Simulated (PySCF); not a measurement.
**Shapes and spin states of CHF**

All numbers come from PBE0/[C def2-TZVP, H def2-TZVP, F def2-TZVP], no relativity, density fitting, PySCF.

Relaxations began from a few typed shapes and spin states; open shells are unrestricted. The search is not exhaustive: other isomers or separated fragments can lie lower, and high-lying points may rest on an excited occupation.

```csv
spin,group,bonds,angles,imaginary modes (cm⁻¹),ΔE (kJ/mol),ΔE with ZPE (kJ/mol)
singlet,Cs,"C–F 1.301 Å, C–H 1.126 Å",F–C–H 102.3°,none,0.0,0.0
triplet,Cs,"C–F 1.305 Å, C–H 1.089 Å",F–C–H 121.9°,none,29.2,29.9
triplet,C∞v,"C–F 1.295 Å, C–H 1.066 Å",F–C–H 180.0°,"1487i, 1487i",136.0,–
singlet,C∞v,"C–F 1.279 Å, C–H 1.064 Å",F–C–H 180.0°,1791i,312.6,–
```

The lowest minimum found is the singlet Cs: C–F 1.301 Å, C–H 1.126 Å; F–C–H 102.3°.

Counting electrons, carbon keeps 2 of its valence electrons outside its bonds, so the VSEPR class is AX2E1 and the expected shape is bent; with unlike ligands the computed point group is Cs.

The electron or spin density has lower symmetry than the nuclear frame for the singlet C∞v at 312.6 kJ/mol.
